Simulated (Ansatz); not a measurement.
One elementary step

Start structure (CH6ClSi, doublet), relaxed at PBE0-D4/def2-TZVP:

```
9
angstrom
H 1.0274 0.6014 -0.1778
Si 1.0039 0.1467 -1.5861
Cl -0.6616 -1.0274 -1.8629
C -1.1202 -0.0881 2.0052
H 0.9158 1.3023 -2.5080
H 2.2021 -0.6675 -1.8935
H -0.4636 -0.6171 2.6805
H -1.4596 0.9067 2.2549
H -1.4444 -0.5568 1.0875
```

The step: SiH₃Cl ([SiH3][Cl]) + CH₃ → SiH₂Cl ([SiH2][Cl]) + CH₄; bonds formed: H1–C4; bonds broken: H1–Si2. Program: Ansatz 0.2.0. Basis: def2-TZVPP and def2-QZVPP. Cores are frozen in the correlated methods; orbitals are unrestricted. Extrapolation: Hartree–Fock as exp(−7.88 √X), correlation as X^−2.97. Energies below are by CCSD(T) at an estimated basis limit (MP2 extrapolated from triple and quadruple zeta, plus CCSD(T) − MP2 in triple zeta).

Question: What are the electronic barrier and the energy of the step, from the start structure to the end structure? (To be estimated.)

Answer: By the calculation: Barrier 37.4 kJ/mol; step energy -63.8 kJ/mol (downhill); reverse barrier, their difference, 101.3 kJ/mol. Barrier and step energy count from the start structure, the reverse barrier from the end structure.

The saddle point: One imaginary mode of 776i cm⁻¹.
| pair | start (Å) | saddle (Å) | end (Å) |
| --- | --- | --- | --- |
| H1–C4 | 3.14 | 1.63 | 1.09 |
| H1–Si2 | 1.48 | 1.59 | 3.65 |

Zero-point energy (harmonic, PBE0-D4): ZPE is 148.6 kJ/mol at the start and 147.3 kJ/mol at the saddle, so the barrier goes from 37.4 to 36.2 kJ/mol.

T1 diagnostic: at most 0.014. ⟨S²⟩ of the unrestricted Hartree–Fock references: 0.75 to 0.78 (a pure state has 0.75). The start structure is not quite a true minimum (one mode of 34i cm⁻¹). The end structure is not quite a true minimum (one mode of 38i cm⁻¹).

Radical steps of this kind take place in plasma deposition and etching.

Labels in which every atom is bracketed show which atoms are joined, not bond orders.

For scale, one of the runs: CCSD(T)/def2-TZVPP, 199 basis functions, launched by `ansatz run in.yaml --threads 4 --pin off --events-out ev --progress --plain --max-ram 9574MiB`. Hardware: 4 CPU threads of an Arm Neoverse N1, shared host. Wall time 2.9 min; peak host memory 5.7 GiB.
